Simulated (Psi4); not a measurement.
# A workflow on HCl (hydrogen chloride), part 2 of 2

Psi4 1.11. The steps go on from the part before.

## (5) The excited states at TDA-B3LYP/pcseg-1 (density fitting, save jk yes) (run 4)

Input file job.inp:

```
memory 1600 MB

molecule molecule1 {
  Cl
  H 1 1.296424
  units angstrom
}

set basis pcseg-1
set save_jk true

from psi4.driver.procrouting.response.scf_response import tdscf_excitations
E, wfn = energy("b3lyp", return_wfn=True)
states = tdscf_excitations(wfn, states=4, tda=True)
print_variables()
```

Run with:

```
$ psi4 -i job.inp -o job.out -n 1
```

job.out:

```text
Psi4 1.11 release

   => Loading Basis Set <=

    Name: PCSEG-1
    Role: ORBITAL
    Keyword: BASIS

         ---------------------------------------------------------
                                   SCF
                              RKS Reference
                        1 Threads,   1525 MiB Core
         ---------------------------------------------------------

  ==> Geometry <==

    Molecular point group: c2v
    Full point group: C_inf_v

    Geometry (in Angstrom), charge = 0, multiplicity = 1:

       Center              X                  Y                   Z               Mass
    ------------   -----------------  -----------------  -----------------  -----------------
         CL           0.000000000000     0.000000000000    -0.036317098815    34.968852682000
         H            0.000000000000     0.000000000000     1.260106901185     1.007825032230

  Running in c2v symmetry.

  Rotational constants: A = ************  B =     10.23898  C =     10.23898 [cm^-1]
  Rotational constants: A = ************  B = 306957.04536  C = 306957.04536 [MHz]
  Nuclear repulsion =    6.939097533978081

  Charge       = 0
  Multiplicity = 1
  Electrons    = 18
  Nalpha       = 9
  Nbeta        = 9

  ==> Algorithm <==

  SCF Algorithm Type is DF.
  DIIS enabled.
  MOM disabled.
  Fractional occupation disabled.
  Guess Type is SAD.
  Energy threshold   = 1.00e-06
  Density threshold  = 1.00e-06
  Integral threshold = 1.00e-12

  ==> Primary Basis <==

  Basis Set: PCSEG-1
    Blend: PCSEG-1
    Number of shells: 11
    Number of basis functions: 23
    Number of Cartesian functions: 24
    Spherical Harmonics?: true
    Max angular momentum: 2

  ==> DFT Potential <==

   => LibXC <=

    Version 7.1.2

   => Composite Functional: B3LYP <=

    B3LYP Hyb-GGA Exchange-Correlation Functional

    Deriv               =              1
    GGA                 =           TRUE
    Meta                =          FALSE

    Exchange Hybrid     =           TRUE
    MP2 Hybrid          =          FALSE

   => Exchange Functionals <=

    0.0800   Slater exchange
    0.7200         Becke 88

   => Exact (HF) Exchange <=

    0.2000               HF

   => Correlation Functionals <=

    0.1900   Vosko, Wilk & Nusair (VWN5_RPA)
    0.8100   Lee, Yang & Parr

   => LibXC Density Thresholds  <==

    XC_HYB_GGA_XC_B3LYP:  1.00E-15

   => Molecular Quadrature <=

    Radial Scheme          =       TREUTLER
    Pruning Scheme         =           NONE
    Nuclear Scheme         =       TREUTLER

    Blocking Scheme        =         OCTREE
    BS radius alpha        =              1
    Pruning alpha          =              1
    Radial Points          =             75
    Spherical Points       =            302
    Total Points           =          42652
    Total Blocks           =            382
    Max Points             =            254
    Max Functions          =             23
    Weights Tolerance      =       1.00E-15

   => Loading Basis Set <=

    Name: (PCSEG-1 AUX)
    Role: JKFIT
    Keyword: DF_BASIS_SCF

  ==> Integral Setup <==

  DFHelper Memory: AOs need 0.001 GiB; user supplied 1.091 GiB.
  SCF_SUBTYPE=INCORE selected. In-core MEM_DF algorithm will be used.
  Using in-core AOs.

  ==> MemDFJK: Density-Fitted J/K Matrices <==

    J tasked:                   Yes
    K tasked:                   Yes
    wK tasked:                   No
    Memory [MiB]:              1116
    Algorithm:                 Core
    Schwarz Cutoff:           1E-12
    Mask sparsity (%):       0.0000
    Fitting Condition:        1E-10

   => Auxiliary Basis Set <=

  Basis Set: (PCSEG-1 AUX)
    Blend: DEF2-UNIVERSAL-JKFIT
    Number of shells: 44
    Number of basis functions: 146
    Number of Cartesian functions: 175
    Spherical Harmonics?: true
    Max angular momentum: 4

  Cached 100.0% of DFT collocation blocks in 0.027 [GiB].

  Minimum eigenvalue in the overlap matrix is 4.9658356673E-02.
  Reciprocal condition number of the overlap matrix is 1.6210246315E-02.
    Using symmetric orthogonalization.

  ==> Pre-Iterations <==

  SCF Guess: Superposition of Atomic Densities via on-the-fly atomic UHF (no occupation information).

   -------------------------
    Irrep   Nso     Nmo
   -------------------------
     A1        12      12
     A2         1       1
     B1         5       5
     B2         5       5
   -------------------------
    Total      23      23
   -------------------------

  ==> Iterations <==

                           Total Energy        Delta E     RMS |[F,P]|

   @DF-RKS iter SAD:  -460.70290030395307   -4.60703e+02   0.00000e+00
   @DF-RKS iter   1:  -460.78078998768831   -7.78897e-02   1.36673e-02 DIIS/ADIIS
   @DF-RKS iter   2:  -460.78314907589197   -2.35909e-03   1.34902e-02 DIIS/ADIIS
   @DF-RKS iter   3:  -460.80445754597054   -2.13085e-02   5.08036e-04 DIIS/ADIIS
   @DF-RKS iter   4:  -460.80448547250683   -2.79265e-05   1.30437e-04 DIIS/ADIIS
   @DF-RKS iter   5:  -460.80448743348370   -1.96098e-06   5.72745e-06 DIIS
   @DF-RKS iter   6:  -460.80448743758490   -4.10120e-09   4.15956e-07 DIIS
  Energy and wave function converged.

  ==> Post-Iterations <==

   Electrons on quadrature grid:
      Ntotal   =   17.9999999891 ; deviation = -1.091e-08

    Orbital Energies [Eh]
    ---------------------

    Doubly Occupied:

       1A1  -101.526265     2A1    -9.465299     3A1    -7.234087
       1B1    -7.223828     1B2    -7.223828     4A1    -0.846434
       5A1    -0.476591     2B2    -0.336943     2B1    -0.336943

    Virtual:

       6A1    -0.009745     7A1     0.269811     3B1     0.360757
       3B2     0.360757     8A1     0.368773     9A1     0.577761
       4B2     0.665294     4B1     0.665294    10A1     0.724872
       1A2     0.724872    11A1     1.017156     5B2     1.886250
       5B1     1.886250    12A1     2.537356

    Final Occupation by Irrep:
             A1    A2    B1    B2
    DOCC [     5,    0,    2,    2 ]
    NA   [     5,    0,    2,    2 ]
    NB   [     5,    0,    2,    2 ]

  @DF-RKS Final Energy:  -460.80448743758490

   => Energetics <=

    Nuclear Repulsion Energy =              6.9390975339780807
    One-Electron Energy =                -649.7758720962694952
    Two-Electron Energy =                 205.0687264855788499
    DFT Exchange-Correlation Energy =     -23.0364393608723184
    Empirical Dispersion Energy =           0.0000000000000000
    VV10 Nonlocal Energy =                  0.0000000000000000
    Total Energy =                       -460.8044874375848963

Computation Completed

Properties will be evaluated at   0.000000,   0.000000,   0.000000 [a0]

Properties computed using the SCF density matrix

 Multipole Moments:

 ------------------------------------------------------------------------------------
     Multipole            Electronic (a.u.)      Nuclear  (a.u.)        Total (a.u.)
 ------------------------------------------------------------------------------------

 L = 1.  Multiply by 2.5417464519 to convert [e a0] to [Debye]
 Dipole X            :          0.0000000            0.0000000            0.0000000
 Dipole Y            :          0.0000000            0.0000000            0.0000000
 Dipole Z            :         -0.6466501            1.2145576            0.5679075
 Magnitude           :                                                    0.5679075

 ------------------------------------------------------------------------------------

	total time  =          1 seconds =       0.02 minutes

******************************************************************************************
**********                               WARNING                                **********
**********       The names of excited state variables changed between 1.5       **********
**********     and 1.6. For a quick solution, remove the symmetry specifier     **********
**********   from the variable name. For full details, see 'Notes on Psivars'   **********
**********                        in the documentation.                         **********
******************************************************************************************

         ---------------------------------------------------------
                         TDSCF excitation energies
         ---------------------------------------------------------

  ==> Options <==

     Residual threshold  : 1.0000e-04
     Initial guess       : denominators
     Reference           : RHF
     Solver type         : TDA (Davidson)

  ==> Requested Excitations <==

      1 singlet states with A1 symmetry
      1 singlet states with A2 symmetry
      1 singlet states with B1 symmetry
      1 singlet states with B2 symmetry

  ==> Seeking the lowest 1 singlet states with A1 symmetry

                         Generalized Davidson Solver

  ==> Options <==

    Max number of iterations        = 60
    Eigenvector tolerance           = 1.0000e-04
    Max number of expansion vectors = 200

  => Iterations <=
                           Max[D[value]]     Max[|R|]   # vectors
  DavidsonSolver iter   1:   4.70283e-01  7.27784e-02      4
  DavidsonSolver iter   2:   8.30636e-03  1.14132e-02      5
  DavidsonSolver iter   3:   1.32306e-04  8.98159e-04      6
  DavidsonSolver iter   4:   7.51646e-07  8.87928e-05      7      Converged

  ==> Seeking the lowest 1 singlet states with A2 symmetry

                         Generalized Davidson Solver

  ==> Options <==

    Max number of iterations        = 60
    Eigenvector tolerance           = 1.0000e-04
    Max number of expansion vectors = 200

  => Iterations <=
                           Max[D[value]]     Max[|R|]   # vectors
  DavidsonSolver iter   1:   6.29349e-01  3.46074e-03      4
  DavidsonSolver iter   2:   3.82852e-06  6.25499e-05      5      Converged

  ==> Seeking the lowest 1 singlet states with B1 symmetry

                         Generalized Davidson Solver

  ==> Options <==

    Max number of iterations        = 60
    Eigenvector tolerance           = 1.0000e-04
    Max number of expansion vectors = 200

  => Iterations <=
                           Max[D[value]]     Max[|R|]   # vectors
  DavidsonSolver iter   1:   2.79623e-01  5.04128e-02      4
  DavidsonSolver iter   2:   2.23746e-03  3.97027e-03      5
  DavidsonSolver iter   3:   1.54707e-05  1.83338e-04      6
  DavidsonSolver iter   4:   2.36535e-08  4.51634e-06      7      Converged

  ==> Seeking the lowest 1 singlet states with B2 symmetry

                         Generalized Davidson Solver

  ==> Options <==

    Max number of iterations        = 60
    Eigenvector tolerance           = 1.0000e-04
    Max number of expansion vectors = 200

  => Iterations <=
                           Max[D[value]]     Max[|R|]   # vectors
  DavidsonSolver iter   1:   2.79623e-01  5.04128e-02      4
  DavidsonSolver iter   2:   2.23746e-03  3.97027e-03      5
  DavidsonSolver iter   3:   1.54707e-05  1.83338e-04      6
  DavidsonSolver iter   4:   2.36535e-08  4.51634e-06      7      Converged

******************************************************************************************
**********                               WARNING                                **********
**********  Length-gauge rotatory strengths are **NOT** gauge-origin invariant  **********
******************************************************************************************

                                    Excitation Energy         Total Energy        Oscillator Strength             Rotatory Strength
     #   Sym: GS->ES (Trans)        au              eV              au          au (length)    au (velocity)    au (length)    au (velocity)
    ---- -------------------- --------------- --------------- --------------- --------------- --------------- --------------- ---------------
     1      A1->B1 (1 B1)      0.27737         7.54762        -460.52712       0.0087          0.0264          0.0000         -0.0000
     2      A1->B2 (1 B2)      0.27737         7.54762        -460.52712       0.0087          0.0264          0.0000         -0.0000
     3      A1->A1 (1 A1)      0.46184         12.56741       -460.34264       0.7074          0.4429          0.0000         -0.0000
     4      A1->A2 (1 A2)      0.62935         17.12536       -460.17514       0.0000          0.0000          0.0000         -0.0000

Contributing excitations
Only contributions with abs(coeff) > 1.00e-01 will be printed:

Excited State    1 (1 B1):   0.27737 au   164.27 nm f = 0.0087
  Sums of squares: Xssq =  1.000000e+00
      2b1  ->   6a1     0.998703 (99.741%)

Excited State    2 (1 B2):   0.27737 au   164.27 nm f = 0.0087
  Sums of squares: Xssq =  1.000000e+00
      2b2  ->   6a1     0.998703 (99.741%)

Excited State    3 (1 A1):   0.46184 au   98.66 nm f = 0.7074
  Sums of squares: Xssq =  1.000000e+00
      5a1  ->   6a1     0.974478 (94.961%)
      5a1  ->   7a1    -0.131559 ( 1.731%)

Excited State    4 (1 A2):   0.62935 au   72.40 nm f = 0.0000
  Sums of squares: Xssq =  1.000000e+00
      2b1  ->   3b2     0.707106 (50.000%)
      2b2  ->   3b1    -0.707106 (50.000%)

******************************************************************************************
**********                               WARNING                                **********
**********       The names of excited state variables changed between 1.5       **********
**********     and 1.6. For a quick solution, remove the symmetry specifier     **********
**********   from the variable name. For full details, see 'Notes on Psivars'   **********
**********                        in the documentation.                         **********
******************************************************************************************

  Variable Map:
  ----------------------------------------------------------------------------
  "CURRENT ENERGY"              =>    -460.804487437585
  "CURRENT REFERENCE ENERGY"    =>    -460.804487437585
  "DD SOLVATION ENERGY"         =>       0.000000000000
  "DFT FUNCTIONAL TOTAL ENERGY" =>    -460.804487437585
  "DFT TOTAL ENERGY"            =>    -460.804487437585
  "DFT VV10 ENERGY"             =>       0.000000000000
  "DFT XC ENERGY"               =>     -23.036439360872
  "GRID ELECTRONS ALPHA"        =>       8.999999994546
  "GRID ELECTRONS BETA"         =>       8.999999994546
  "GRID ELECTRONS TOTAL"        =>      17.999999989093
  "NUCLEAR REPULSION ENERGY"    =>       6.939097533978
  "ONE-ELECTRON ENERGY"         =>    -649.775872096269
  "PCM POLARIZATION ENERGY"     =>       0.000000000000
  "PE ENERGY"                   =>       0.000000000000
  "SCF ITERATION ENERGY"        =>    -460.804487437585
  "SCF ITERATIONS"              =>       6.000000000000
  "SCF TOTAL ENERGY"            =>    -460.804487437585
  "TWO-ELECTRON ENERGY"         =>     205.068726485579
  "XC GRID RADIAL POINTS"       =>      75.000000000000
  "XC GRID SPHERICAL POINTS"    =>     302.000000000000
  "XC GRID TOTAL POINTS"        =>   42652.000000000000

  Array Variable Map:
  ----------------------------------------------------------------------------
  "CURRENT DIPOLE"              =>       0.000000000000 ... 0.567907540306 1 by 3
  "SCF DIPOLE"                  =>       0.000000000000 ... 0.567907540306 1 by 3
  "SCF TOTAL ENERGIES"          =>    -460.702900303953 ... -460.804487437585 1 by 7

    Psi4 run time: 0:00:01.37
```

Wall time 2 s (1 thread of AMD EPYC 9B45 (Zen 5), shared host); peak memory 0.22 GiB.

The roots found:

| excited state | energy (eV) | strength | label |
| --- | --- | --- | --- |
| 1 | 7.548 | 0.0087 | B1 1 |
| 2 | 7.548 | 0.0087 | B2 1 |
| 3 | 12.567 | 0.7074 | A1 1 |
| 4 | 17.125 | 0.0000 | A2 1 |

## (6) What came out

What follows sums up all 2 parts.

```
                                                                       quantity             value
                               run 1, B3LYP-D4/pcseg-1: total energy at the end     -460.80483 Eh
                                         run 1, B3LYP-D4/pcseg-1: dipole moment            1.44 D
                                           run 1, B3LYP-D4/pcseg-1: HOMO energy          -9.17 eV
                                           run 1, B3LYP-D4/pcseg-1: LUMO energy          -0.27 eV
                                         run 1, B3LYP-D4/pcseg-1: HOMO–LUMO gap           8.90 eV
                                           run 1, B3LYP-D4/pcseg-1: bond length           1.296 Å
                                     run 1, B3LYP-D4/pcseg-1: dispersion energy      -0.89 kJ/mol
                                   run 2, B3LYP-D4/pcseg-1: harmonic wavenumber         2935 cm⁻¹
                                     run 2, B3LYP-D4/pcseg-1: zero-point energy       17.6 kJ/mol
run 2, B3LYP-D4/pcseg-1: ideal-gas entropy at 600 K (symmetry number 1 as used)  49.5 cal/(mol K)
                                           run 3, CCSD(T)/cc-pVTZ: total energy     -460.33701 Eh
                    run 3, CCSD(T)/cc-pVTZ: HOMO energy (Hartree–Fock orbitals)         -12.92 eV
                    run 3, CCSD(T)/cc-pVTZ: LUMO energy (Hartree–Fock orbitals)           3.28 eV
                  run 3, CCSD(T)/cc-pVTZ: HOMO–LUMO gap (Hartree–Fock orbitals)          16.20 eV
            run 3, CCSD(T)/cc-pVTZ: correlation energy (5 core orbitals frozen)        -230.7 mEh
                                         run 3, CCSD(T)/cc-pVTZ: (T) correction         -7.70 mEh
                                          run 3, CCSD(T)/cc-pVTZ: T1 diagnostic             0.006
                    run 4, TDA-B3LYP/pcseg-1: ground-state or mean-field energy     -460.80449 Eh
              run 4, TDA-B3LYP/pcseg-1: dipole moment (B3LYP Kohn–Sham density)            1.44 D
               run 4, TDA-B3LYP/pcseg-1: HOMO energy (B3LYP Kohn–Sham orbitals)          -9.17 eV
               run 4, TDA-B3LYP/pcseg-1: LUMO energy (B3LYP Kohn–Sham orbitals)          -0.27 eV
             run 4, TDA-B3LYP/pcseg-1: HOMO–LUMO gap (B3LYP Kohn–Sham orbitals)           8.90 eV
                             run 4, TDA-B3LYP/pcseg-1: lowest excitation energy           7.55 eV
```

What this shows: The optimisation (run 1, B3LYP-D4/pcseg-1) took 3 steps and changed the energy by -0.005 eV. The one mode (run 2, B3LYP-D4/pcseg-1) is real, so the shape is a minimum at this level. The triples (run 3, CCSD(T)/cc-pVTZ) make up 3.3 % of the correlation energy. The brightest of the 4 transitions from the ground state lies at 12.57 eV (99 nm, f = 0.707); the lowest, at 7.55 eV, has f = 0.009. The basis has no diffuse functions, so Rydberg states are missing or pushed up, and the true lowest state may lie lower. Roots above 9.2 eV lie over the negative of the HOMO energy, where those of Rydberg kind are poorly described; valence roots are less touched.
